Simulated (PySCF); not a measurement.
Compound: C5H10S.
Atom-mapped SMILES: `[CH3:1][CH2:2][C@@H:3]1[CH2:4][C@@H:5]1[SH:6]` (hydrogens: H7, H8, H9 on C1; H10, H11 on C2; H12 on C3; H13, H14 on C4; H15 on C5; H16 on S6)

Torsions of this conformer, `[CH3:1][CH2:2][C@@H:3]1[CH2:4][C@@H:5]1[SH:6]`: C1–C2–C3–C4 -83°, H–S6–C5–C4 -146°.

The closed-shell ground state was solved at several levels (PySCF, density fitting, gas phase, non-relativistic). Geometry: PBE0-D3(BJ)/def2-SVP, one conformer, isolated molecule.

```csv
level,basis functions,total energy (Eh),HOMO (eV),LUMO (eV),gap (eV),dipole (D)
PBE0/def2-TZVP,252,-594.4158,-6.69,0.71,7.40,1.56
HF/def2-SVPD,207,-592.4074,-9.54,2.43,11.97,1.71
B3LYP/def2-SVPD,207,-594.4839,-6.52,0.15,6.67,1.58
PBE0/def2-SVPD,207,-594.0894,-6.75,0.44,7.19,1.63
PBE0/aug-cc-pVDZ,232,-594.3601,-6.71,-0.14,6.57,1.61
PBE0/def2-SVP,138,-594.0732,-6.58,1.25,7.83,1.47
PBE/def2-SVPD,207,-594.0182,-5.54,-0.37,5.17,1.59
BHandHLYP/def2-SVPD,207,-594.3287,-7.84,0.99,8.83,1.61
```

(1) Estimate the row for CAM-B3LYP/def2-SVPD, a basis of 207 functions; the other rows only guide the guess.

(2) Over all these levels, which gives the widest orbital gap and which the narrowest?

(3) How much does the basis alone move the frontier levels among the 4 PBE0 rows?

(4) In the def2-SVPD basis, how does the gap go with the fixed share of exact exchange?

(5) How far do the dipole and the HOMO energy spread over the levels?

## Answers

(1) Total energy -594.3512 Eh, HOMO -8.09 eV, LUMO 1.14 eV, gap 9.23 eV, dipole 1.59 D.

(2) HF/def2-SVPD (Hartree–Fock, all exact exchange) has the widest, 11.97 eV, and PBE/def2-SVPD (GGA) the narrowest, 5.17 eV. The two share the basis. From the narrowest to the widest the HOMO moves by -4.00 eV and the LUMO by +2.80 eV.

(3) The HOMO by 0.17 eV and the LUMO by 1.39 eV. By rising basis size (HOMO, LUMO in eV): def2-SVP -6.58, 1.25; def2-SVPD -6.75, 0.44; aug-cc-pVDZ -6.71, -0.14; def2-TZVP -6.69, 0.71.

(4) PBE (0 %) 5.17 eV; B3LYP (20 %) 6.67 eV; PBE0 (25 %) 7.19 eV; BHandHLYP (50 %) 8.83 eV; HF (100 %) 11.97 eV. Each rise in the share widens the gap here.

(5) The dipole runs from 1.47 to 1.71 D (mean 1.59 D) and the HOMO from -9.54 to -5.54 eV.
